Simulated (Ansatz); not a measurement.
Molecule (SMILES): N#[N+][O-].
Atoms: N1, N2, O3. Bonds: N1-N2, N2-O3.

Basis-set convergence of the lowest harmonic wavenumber at MP2 with Ansatz (an electronic-structure program). Each level at its own minimum, finite differences of forces, unscaled; the reference is a large set that could be run, not a limit. Cartesian d functions, on some or all atoms, in 6-31G*; all else is spherical. Cores are frozen. No added dispersion term, no relativity. Reference: the value in def2-QZVPP, 591 cm⁻¹, itself unsure by roughly 4 cm⁻¹ (its mean distance from cc-pVQZ, aug-cc-pVTZ, def2-TZVPPD). Deviations are taken from unrounded values.

```json
[
 {"basis": "cc-pVDZ", "functions": "42", "lowest harmonic wavenumber (cm⁻¹)": "577", "minus reference (cm⁻¹)": "-13"},
 {"basis": "6-31G*", "functions": "45", "lowest harmonic wavenumber (cm⁻¹)": "575", "minus reference (cm⁻¹)": "-16"},
 {"basis": "6-311G**", "functions": "54", "lowest harmonic wavenumber (cm⁻¹)": "578", "minus reference (cm⁻¹)": "-13"},
 {"basis": "aug-cc-pVDZ", "functions": "69", "lowest harmonic wavenumber (cm⁻¹)": "560", "minus reference (cm⁻¹)": "-31"},
 {"basis": "cc-pVTZ", "functions": "90", "lowest harmonic wavenumber (cm⁻¹)": "594", "minus reference (cm⁻¹)": "3"},
 {"basis": "6-311++G(3df,3pd)", "functions": "117", "lowest harmonic wavenumber (cm⁻¹)": "587", "minus reference (cm⁻¹)": "-3"},
 {"basis": "cc-pCVTZ", "functions": "129", "lowest harmonic wavenumber (cm⁻¹)": "596", "minus reference (cm⁻¹)": "5"},
 {"basis": "aug-cc-pVTZ", "functions": "138", "lowest harmonic wavenumber (cm⁻¹)": "585", "minus reference (cm⁻¹)": "-5"},
 {"basis": "def2-QZVPP", "functions": "171", "lowest harmonic wavenumber (cm⁻¹)": "591", "minus reference (cm⁻¹)": "0"}
]
```

The smallest set listed that lies within 50 cm⁻¹ of the reference with all its larger relatives (same family, alike in diffuse functions; a set with none counts only in the reference's own line) is cc-pVDZ (42 functions, -13 cm⁻¹ off). Inside, with no larger relative to test it: 6-311++G(3df,3pd), cc-pCVTZ. (Relatives not listed, tested too: jun-cc-pV(T+d)Z -7, cc-pVQZ 3 cm⁻¹.)
